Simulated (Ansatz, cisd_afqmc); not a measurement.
System: HCl, charge 0, singlet. HCl (chlorane, SMILES Cl).
HTBH set geometry:
```
Cl
H 1 1.2744
```

Total energies in aug-cc-pV(T+d)Z, 8 correlated electrons, 5 frozen orbitals. UHF or UKS for unpaired electrons; spin-orbit terms are left out. Cores are frozen in correlated methods. No relativity. AFQMC is phaseless with a CISD trial state; ± is one standard error, without the phaseless bias. Outlying blocks are dropped, and bars are widened where a walk drifts. Over all cases where full CI ran beside it in this data, AFQMC minus full CI had a median of +0.1 mEh and passed +0.4 mEh in a tenth of the cases.

```
method         program         energy (Eh)  minus CCSDT(Q) (mEh)
----------  ----------  ------------------  --------------------
HF              Ansatz          -460.10865                237.99
MP2             Ansatz          -460.31669                 29.96
CCSD            Ansatz          -460.33694                  9.70
CCSD(T)         Ansatz          -460.34571                  0.94
CCSDT(Q)        Ansatz          -460.34664                  0.00
AFQMC/CISD  cisd_afqmc  -460.3466 ± 0.0002             0.1 ± 0.2
```

Ansatz is a first-principles code.
